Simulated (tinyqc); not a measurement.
Inside a calculation (part 2 of 3). Method: UHF in the sto-3g basis, for H3O+, spin multiplicity 1. Computed by tinyqc, a small Python program that keeps every step (integrals from PySCF). Command: `OMP_NUM_THREADS=1 python tinyqc.py 25653 25654 out.jsonl` (the two numbers bound the seeds that draw the settings). One thread of a shared host (Intel(R) Xeon(R) Processor @ 2.60GHz), about 0.2 s of CPU time with the checks.

Geometry (angstrom):
```
atom          x          y         z
O      0.000000   0.000000  0.101000
H      1.201000   0.000000  0.000000
H     -0.601000   1.040000  0.000000
H     -0.601000  -1.040000  0.000000
```

## Iteration 1: diagonalisation and new density

F(alpha) (hartree), lower triangle:
```
             1O 1s      1O 2s     1O 2px     1O 2py     1O 2pz      2H 1s      3H 1s      4H 1s
1O 1s   -20.217381
1O 2s    -5.187356  -2.520440
1O 2px   -0.000198  -0.002463  -0.561980
1O 2py    0.000032   0.004344   0.000242  -0.563171
1O 2pz    0.004147   0.023112   0.000092   0.053312  -0.494768
2H 1s    -0.666045  -0.752640  -0.457509   0.000186   0.041734  -0.531268
3H 1s    -0.665542  -0.751590   0.227170  -0.391666   0.005260  -0.187554  -0.522541
4H 1s    -0.665851  -0.749088   0.227064   0.391855   0.077864  -0.188203  -0.185038  -0.525390
```

F(beta) (hartree), lower triangle:
```
             1O 1s      1O 2s     1O 2px     1O 2py     1O 2pz      2H 1s      3H 1s      4H 1s
1O 1s   -20.217381
1O 2s    -5.187356  -2.520440
1O 2px   -0.000198  -0.002463  -0.561980
1O 2py   -0.000032  -0.004344  -0.000242  -0.563171
1O 2pz    0.004147   0.023112   0.000092  -0.053312  -0.494768
2H 1s    -0.666045  -0.752640  -0.457509  -0.000186   0.041734  -0.531268
3H 1s    -0.665851  -0.749088   0.227064  -0.391855   0.077864  -0.188203  -0.525390
4H 1s    -0.665542  -0.751590   0.227170   0.391666   0.005260  -0.187554  -0.185038  -0.522541
```

X:
```
                1          2          3          4          5          6          7          8
1O 1s   -0.417995   0.000133   0.000000   0.714346   0.587188   0.000000   0.000104   0.195638
1O 2s    1.099816  -0.000253   0.000000   0.004913   0.087745   0.000000   0.000126   0.486838
1O 2px   0.000158   0.862416   0.000000  -0.000085  -0.000068   0.000000   0.657824  -0.000072
1O 2py   0.000000   0.000000   0.862179   0.000000   0.000000   0.657969   0.000000   0.000000
1O 2pz  -0.069788   0.000010   0.000000  -0.649102   0.758225   0.000000  -0.000007  -0.032521
2H 1s   -0.480717  -0.811236   0.000000  -0.172062  -0.140113   0.000000   0.466106   0.316350
3H 1s   -0.480209   0.405841  -0.702674  -0.171985  -0.140042   0.403663  -0.233091   0.316373
4H 1s   -0.480209   0.405841   0.702674  -0.171985  -0.140042  -0.403663  -0.233091   0.316373
```

Diagonalise F' = X^T F X, C = X C', fill 5 alpha and 5 beta electrons from the bottom; D(s) = C_occ C_occ^T. Each column has its largest component positive (the first on a tie).

F' = X^T F X (alpha) (hartree), lower triangle:
```
           1          2          3           4          5          6          7          8
1  -0.853417
2  -0.002532   0.204393
3   0.000389  -0.000391   0.196037
4   2.711050  -0.001990  -0.062692  -10.123019
5   2.265651  -0.001748   0.074204   -8.211383  -7.497912
6   0.000773   0.000379  -0.037647   -0.003917   0.004390  -0.770464
7   0.001036  -0.035730   0.000380   -0.000903  -0.000856   0.000016  -0.773860
8   0.844953   0.001063  -0.001187   -4.735820  -4.055922   0.001265  -0.004545  -3.574864
```

orbital energies (alpha) (hartree): MO1 -20.227291, MO2 -1.348060, MO3 -0.775149, MO4 -0.772269, MO5 -0.508555, MO6 0.021601, MO7 0.205737, MO8 0.210880

coefficients C (alpha):
```
              MO1        MO2        MO3        MO4        MO5        MO6        MO7        MO8
1O 1s    0.993838  -0.231070   0.001655  -0.000021  -0.018441  -0.163138   0.003080   0.000770
1O 2s    0.026496   0.835374  -0.006656  -0.000478   0.084512   0.865028  -0.016650  -0.006353
1O 2px   0.000012   0.003536   0.688770   0.007101   0.000411   0.017491   0.835563  -0.059626
1O 2py  -0.000003  -0.002984  -0.007750   0.693477  -0.088433   0.019056   0.059153   0.826809
1O 2pz  -0.000530  -0.025574   0.000434  -0.035894   0.985134  -0.104129   0.011523   0.136960
2H 1s   -0.004090   0.159058   0.436648   0.006461  -0.031168  -0.610265  -0.813450   0.068177
3H 1s   -0.004095   0.154579  -0.221445   0.372151   0.079928  -0.604438   0.374568  -0.729476
4H 1s   -0.004082   0.155148  -0.213898  -0.374268  -0.141993  -0.571313   0.475251   0.687950
```

F' = X^T F X (beta) (hartree), lower triangle:
```
           1          2          3           4          5          6          7          8
1  -0.853417
2  -0.002532   0.204393
3  -0.000389   0.000391   0.196037
4   2.711050  -0.001990   0.062692  -10.123019
5   2.265651  -0.001748  -0.074204   -8.211383  -7.497912
6  -0.000773  -0.000379  -0.037647    0.003917  -0.004390  -0.770464
7   0.001036  -0.035730  -0.000380   -0.000903  -0.000856  -0.000016  -0.773860
8   0.844953   0.001063   0.001187   -4.735820  -4.055922  -0.001265  -0.004545  -3.574864
```

orbital energies (beta) (hartree): MO1 -20.227291, MO2 -1.348060, MO3 -0.775149, MO4 -0.772269, MO5 -0.508555, MO6 0.021601, MO7 0.205737, MO8 0.210880

coefficients C (beta):
```
              MO1        MO2        MO3        MO4        MO5        MO6        MO7        MO8
1O 1s    0.993838  -0.231070   0.001655   0.000021  -0.018441  -0.163138   0.003080  -0.000770
1O 2s    0.026496   0.835374  -0.006656   0.000478   0.084512   0.865028  -0.016650   0.006353
1O 2px   0.000012   0.003536   0.688770  -0.007101   0.000411   0.017491   0.835563   0.059626
1O 2py   0.000003   0.002984   0.007750   0.693477   0.088433  -0.019056  -0.059153   0.826809
1O 2pz  -0.000530  -0.025574   0.000434   0.035894   0.985134  -0.104129   0.011523  -0.136960
2H 1s   -0.004090   0.159058   0.436648  -0.006461  -0.031168  -0.610265  -0.813450  -0.068177
3H 1s   -0.004082   0.155148  -0.213898   0.374268  -0.141993  -0.571313   0.475251  -0.687950
4H 1s   -0.004095   0.154579  -0.221445  -0.372151   0.079928  -0.604438   0.374568   0.729476
```

D(alpha) after iteration 1, lower triangle:
```
            1O 1s      1O 2s     1O 2px     1O 2py     1O 2pz      2H 1s      3H 1s     4H 1s
1O 1s    1.041450
1O 2s   -0.168266   0.705739
1O 2px   0.000328  -0.001599   0.474467
1O 2py   0.002290  -0.010246  -0.000460   0.488800
1O 2pz  -0.012783   0.061892   0.000359  -0.111937   0.972432
2H 1s   -0.039521   0.127221   0.301346   0.003378  -0.034812   0.216991
3H 1s   -0.041637   0.137073  -0.149303   0.252265   0.061335  -0.072177   0.217835
4H 1s   -0.037635   0.119101  -0.149494  -0.245795  -0.130506  -0.066696  -0.079268  0.230079
```

D(beta) after iteration 1, lower triangle:
```
            1O 1s      1O 2s     1O 2px     1O 2py     1O 2pz      2H 1s      3H 1s     4H 1s
1O 1s    1.041450
1O 2s   -0.168266   0.705739
1O 2px   0.000328  -0.001599   0.474467
1O 2py  -0.002290   0.010246   0.000460   0.488800
1O 2pz  -0.012783   0.061892   0.000359   0.111937   0.972432
2H 1s   -0.039521   0.127221   0.301346  -0.003378  -0.034812   0.216991
3H 1s   -0.037635   0.119101  -0.149494   0.245795  -0.130506  -0.066696   0.230079
4H 1s   -0.041637   0.137073  -0.149303  -0.252265   0.061335  -0.072177  -0.079268  0.217835
```

## Iteration 2: building the Fock matrix

core Hamiltonian H = T + V (hartree), lower triangle:
```
             1O 1s      1O 2s     1O 2px     1O 2py     1O 2pz      2H 1s      3H 1s      4H 1s
1O 1s   -32.932326
1O 2s    -7.662846  -9.557624
1O 2px    0.000004   0.000053  -7.798547
1O 2py    0.000000   0.000000   0.000000  -7.798423
1O 2pz    0.002461   0.030530  -0.000001   0.000000  -7.694110
2H 1s    -0.977770  -2.503676  -1.906991   0.000000   0.166609  -4.439687
3H 1s    -0.977391  -2.502957   0.953958  -1.650732   0.166548  -0.638172  -4.439313
4H 1s    -0.977391  -2.502957   0.953958   1.650732   0.166548  -0.638172  -0.638645  -4.439313
```

nuclear repulsion = 11.29966364 hartree

Given earlier and not repeated: Two-electron integrals (ij|kl) in chemists' order.

J_ij = sum D_kl (ij|kl) with D = D(alpha) + D(beta), K_ij = sum D_kl (ik|jl) for each spin; F = H + J - K(s); E = tr D H + tr D J / 2 - 0.5 sum_s tr D(s) K(s) + E_nn.

Coulomb J (hartree), lower triangle:
```
            1O 1s      1O 2s     1O 2px     1O 2py     1O 2pz     2H 1s     3H 1s     4H 1s
1O 1s   16.941168
1O 2s    3.180579   7.934262
1O 2px  -0.000124  -0.000763   7.920425
1O 2py   0.000000   0.000000   0.000000   7.922279
1O 2pz   0.003326   0.004909   0.000069   0.000000   7.936524
2H 1s    0.404293   2.079129   1.715078   0.000000  -0.144536  4.249609
3H 1s    0.404146   2.079109  -0.858495   1.485491  -0.144548  0.533996  4.253238
4H 1s    0.404146   2.079109  -0.858495  -1.485491  -0.144548  0.533996  0.534521  4.253238
```

exchange K(alpha) (hartree), lower triangle:
```
            1O 1s      1O 2s     1O 2px     1O 2py     1O 2pz     2H 1s     3H 1s     4H 1s
1O 1s    4.870601
1O 2s    0.825050   1.221533
1O 2px   0.000038  -0.000595   0.872417
1O 2py  -0.000093  -0.005366  -0.000445   0.878381
1O 2pz  -0.000269   0.020880   0.000210  -0.063984   1.087666
2H 1s    0.109761   0.396056   0.338489   0.000474  -0.030542  0.443138
3H 1s    0.109628   0.396410  -0.168930   0.292050  -0.013492  0.074337  0.440706
4H 1s    0.109715   0.395373  -0.169197  -0.291552  -0.047564  0.075290  0.074072  0.448193
```

exchange K(beta) (hartree), lower triangle:
```
            1O 1s      1O 2s     1O 2px     1O 2py     1O 2pz     2H 1s     3H 1s     4H 1s
1O 1s    4.870601
1O 2s    0.825050   1.221533
1O 2px   0.000038  -0.000595   0.872417
1O 2py   0.000093   0.005366   0.000445   0.878381
1O 2pz  -0.000269   0.020880   0.000210   0.063984   1.087666
2H 1s    0.109761   0.396056   0.338489  -0.000474  -0.030542  0.443138
3H 1s    0.109715   0.395373  -0.169197   0.291552  -0.047564  0.075290  0.448193
4H 1s    0.109628   0.396410  -0.168930  -0.292050  -0.013492  0.074337  0.074072  0.440706
```

F(alpha) (hartree), lower triangle:
```
             1O 1s      1O 2s     1O 2px     1O 2py     1O 2pz      2H 1s      3H 1s      4H 1s
1O 1s   -20.861759
1O 2s    -5.307317  -2.844895
1O 2px   -0.000158  -0.000115  -0.750539
1O 2py    0.000093   0.005366   0.000445  -0.754525
1O 2pz    0.006055   0.014559  -0.000142   0.063984  -0.845252
2H 1s    -0.683238  -0.820603  -0.530402  -0.000474   0.052615  -0.633216
3H 1s    -0.682873  -0.820259   0.264393  -0.457291   0.035491  -0.178513  -0.626781
4H 1s    -0.682960  -0.819222   0.264660   0.456793   0.069564  -0.179466  -0.178197  -0.634268
```

F(beta) (hartree), lower triangle:
```
             1O 1s      1O 2s     1O 2px     1O 2py     1O 2pz      2H 1s      3H 1s      4H 1s
1O 1s   -20.861759
1O 2s    -5.307317  -2.844895
1O 2px   -0.000158  -0.000115  -0.750539
1O 2py   -0.000093  -0.005366  -0.000445  -0.754525
1O 2pz    0.006055   0.014559  -0.000142  -0.063984  -0.845252
2H 1s    -0.683238  -0.820603  -0.530402   0.000474   0.052615  -0.633216
3H 1s    -0.682960  -0.819222   0.264660  -0.456793   0.069564  -0.179466  -0.634268
4H 1s    -0.682873  -0.820259   0.264393   0.457291   0.035491  -0.178513  -0.178197  -0.626781
```

total energy of this density = -75.18002253 hartree

## Iteration 2: DIIS over 2 matrices

error matrix X^T (FDS - SDF) X (alpha):
```
           1          2          3          4          5          6          7          8
1   0.000000  -0.000005   0.003274   0.057437   0.038619  -0.001885  -0.000530  -0.106625
2   0.000005   0.000000  -0.000014  -0.000085   0.000205   0.000769  -0.025006  -0.000012
3  -0.003274   0.000014   0.000000   0.033974  -0.039766  -0.022310   0.000739   0.000689
4  -0.057437   0.000085  -0.033974   0.000000   0.001267   0.002753  -0.000377  -0.011430
5  -0.038619  -0.000205   0.039766  -0.001267   0.000000  -0.004122  -0.000076  -0.005187
6   0.001885  -0.000769   0.022310  -0.002753   0.004122   0.000000   0.000004  -0.000645
7   0.000530   0.025006  -0.000739   0.000377   0.000076  -0.000004   0.000000  -0.000428
8   0.106625   0.000012  -0.000689   0.011430   0.005187   0.000645   0.000428   0.000000
```

B (overlaps of the stored error matrices):
```
               1              2
1  9.3995842e-01  4.0034391e-02
2  4.0034391e-02  8.0874346e-02
```

Minimise |sum c_i e_i|^2 with sum c_i = 1: solve [B -1; -1 0][c; lambda] = [0; -1] with B_ij = tr e_i^T e_j summed over both spins, and take F = sum c_i F_i.

DIIS coefficients: 0.043411  0.956589

extrapolated F(alpha) (hartree), lower triangle:
```
             1O 1s      1O 2s     1O 2px     1O 2py     1O 2pz      2H 1s      3H 1s      4H 1s
1O 1s   -20.833785
1O 2s    -5.302109  -2.830810
1O 2px   -0.000159  -0.000217  -0.742354
1O 2py    0.000091   0.005322   0.000436  -0.746218
1O 2pz    0.005972   0.014931  -0.000132   0.063520  -0.830037
2H 1s    -0.682491  -0.817653  -0.527238  -0.000445   0.052143  -0.628791
3H 1s    -0.682121  -0.817278   0.262777  -0.454442   0.034179  -0.178906  -0.622256
4H 1s    -0.682217  -0.816177   0.263028   0.453974   0.069924  -0.179845  -0.178494  -0.629541
```

extrapolated F(beta) (hartree), lower triangle:
```
             1O 1s      1O 2s     1O 2px     1O 2py     1O 2pz      2H 1s      3H 1s      4H 1s
1O 1s   -20.833785
1O 2s    -5.302109  -2.830810
1O 2px   -0.000159  -0.000217  -0.742354
1O 2py   -0.000091  -0.005322  -0.000436  -0.746218
1O 2pz    0.005972   0.014931  -0.000132  -0.063520  -0.830037
2H 1s    -0.682491  -0.817653  -0.527238   0.000445   0.052143  -0.628791
3H 1s    -0.682217  -0.816177   0.263028  -0.453974   0.069924  -0.179845  -0.629541
4H 1s    -0.682121  -0.817278   0.262777   0.454442   0.034179  -0.178906  -0.178494  -0.622256
```

## Iteration 2: diagonalisation and new density

As before.

F' = X^T F X (alpha) (hartree), lower triangle:
```
           1          2          3           4          5          6          7          8
1  -1.098713
2   0.000128   0.111106
3   0.003472  -0.000919   0.104177
4   2.835002  -0.001321  -0.050689  -10.569320
5   2.349017  -0.001292   0.061966   -8.306174  -7.915537
6   0.000106   0.001158  -0.065674   -0.018145   0.020695  -0.951404
7   0.001370  -0.062803   0.001165   -0.001495  -0.001402  -0.000451  -0.951869
8   0.754700   0.000348  -0.002063   -4.853167  -4.150144   0.001478  -0.002208  -3.787134
```

orbital energies (alpha) (hartree): MO1 -20.842037, MO2 -1.617031, MO3 -0.963755, MO4 -0.955559, MO5 -0.830395, MO6 -0.079454, MO7 0.113702, MO8 0.115833

coefficients C (alpha):
```
              MO1        MO2        MO3        MO4        MO5        MO6        MO7        MO8
1O 1s    0.994444  -0.241517   0.002521   0.000347  -0.014994  -0.143498  -0.000764   0.001348
1O 2s    0.023935   0.901283  -0.013018  -0.001583   0.072633   0.797462   0.003091  -0.006580
1O 2px   0.000008   0.000440   0.023564   0.706980  -0.001095   0.004056   0.570976   0.591681
1O 2py  -0.000010  -0.003966   0.702081  -0.024952   0.110828  -0.001171   0.590230  -0.567507
1O 2pz  -0.000567  -0.019702  -0.247309   0.009921   0.960424  -0.106580   0.059344  -0.056752
2H 1s   -0.003570   0.109756   0.022712   0.417839  -0.033441  -0.608390  -0.580620  -0.600185
3H 1s   -0.003567   0.108233   0.334555  -0.218798   0.115138  -0.605900  -0.230093   0.806706
4H 1s   -0.003569   0.109096  -0.334975  -0.197597  -0.180773  -0.603126   0.810702  -0.196904
```

F' = X^T F X (beta) (hartree), lower triangle:
```
           1          2          3           4          5          6          7          8
1  -1.098713
2   0.000128   0.111106
3  -0.003472   0.000919   0.104177
4   2.835002  -0.001321   0.050689  -10.569320
5   2.349017  -0.001292  -0.061966   -8.306174  -7.915537
6  -0.000106  -0.001158  -0.065674    0.018145  -0.020695  -0.951404
7   0.001370  -0.062803  -0.001165   -0.001495  -0.001402   0.000451  -0.951869
8   0.754700   0.000348   0.002063   -4.853167  -4.150144  -0.001478  -0.002208  -3.787134
```

orbital energies (beta) (hartree): MO1 -20.842037, MO2 -1.617031, MO3 -0.963755, MO4 -0.955559, MO5 -0.830395, MO6 -0.079454, MO7 0.113702, MO8 0.115833

coefficients C (beta):
```
              MO1        MO2        MO3        MO4        MO5        MO6        MO7        MO8
1O 1s    0.994444  -0.241517  -0.002521   0.000347  -0.014994  -0.143498  -0.000764   0.001348
1O 2s    0.023935   0.901283   0.013018  -0.001583   0.072633   0.797462   0.003091  -0.006580
1O 2px   0.000008   0.000440  -0.023564   0.706980  -0.001095   0.004056   0.570976   0.591681
1O 2py   0.000010   0.003966   0.702081   0.024952  -0.110828   0.001171  -0.590230   0.567507
1O 2pz  -0.000567  -0.019702   0.247309   0.009921   0.960424  -0.106580   0.059344  -0.056752
2H 1s   -0.003570   0.109756  -0.022712   0.417839  -0.033441  -0.608390  -0.580620  -0.600185
3H 1s   -0.003569   0.109096   0.334975  -0.197597  -0.180773  -0.603126   0.810702  -0.196904
4H 1s   -0.003567   0.108233  -0.334555  -0.218798   0.115138  -0.605900  -0.230093   0.806706
```

D(alpha) after iteration 2, lower triangle:
```
            1O 1s      1O 2s     1O 2px     1O 2py     1O 2pz      2H 1s      3H 1s     4H 1s
1O 1s    1.047480
1O 2s   -0.194996   0.818332
1O 2px   0.000223  -0.001109   0.500378
1O 2py   0.001048  -0.004625  -0.001220   0.505839
1O 2pz  -0.010827   0.055192   0.000127  -0.067359   0.984064
2H 1s   -0.029354   0.095449   0.296024   0.001378  -0.035750   0.188283
3H 1s   -0.030647   0.101817  -0.146881   0.252676   0.023542  -0.075782   0.184784
4H 1s   -0.028101   0.089784  -0.147345  -0.250717  -0.094884  -0.072140  -0.077827  0.195847
```

D(beta) after iteration 2, lower triangle:
```
            1O 1s      1O 2s     1O 2px     1O 2py     1O 2pz      2H 1s      3H 1s     4H 1s
1O 1s    1.047480
1O 2s   -0.194996   0.818332
1O 2px   0.000223  -0.001109   0.500378
1O 2py  -0.001048   0.004625   0.001220   0.505839
1O 2pz  -0.010827   0.055192   0.000127   0.067359   0.984064
2H 1s   -0.029354   0.095449   0.296024  -0.001378  -0.035750   0.188283
3H 1s   -0.028101   0.089784  -0.147345   0.250717  -0.094884  -0.072140   0.195847
4H 1s   -0.030647   0.101817  -0.146881  -0.252676   0.023542  -0.075782  -0.077827  0.184784
```
